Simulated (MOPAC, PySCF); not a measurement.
Cl₄Si, SMILES `Cl[Si](Cl)(Cl)Cl`, neutral singlet in the gas phase. 

Cartesian coordinates (Å):
SMILES: Cl[Si](Cl)(Cl)Cl
```xyz
5

Cl    -1.5161    -0.4471    -1.2778
Si     0.0000     0.0000     0.0000
Cl     0.1016     2.0142     0.2523
Cl    -0.3413    -0.8912     1.7945
Cl     1.7558    -0.6758    -0.7690
```
Charge 0, spin multiplicity 1.

All levels are single points at this geometry (B3LYP-D3(BJ)/def2-TZVP); Pople sets use spherical d functions. Orbital energies aren't observables, and empty levels follow the basis.

```csv
level,HOMO (eV),LUMO (eV),gap (eV),dipole (D),"vertical IE, Delta-SCF (eV)"
B3LYP-D3(BJ)/def2-TZVP in PySCF,-9.25,-1.00,8.25,0.00,–
B3LYP/3-21G in PySCF,-9.77,-1.99,7.78,0.00,–
B3LYP/6-311+G** in PySCF,-9.41,-1.46,7.95,0.00,–
BP86/6-31G* in PySCF,-8.30,-2.00,6.30,0.00,–
M06-2X/6-31G* in PySCF,-11.01,0.01,11.02,0.00,–
PBE/6-31G* in PySCF,-8.20,-1.89,6.31,0.00,–
AM1 in MOPAC,-12.99,-1.67,11.32,0.00,–
PM3 in MOPAC,-11.23,-1.92,9.31,0.00,–
PM6 in MOPAC,-11.59,-1.38,10.21,0.00,–
```
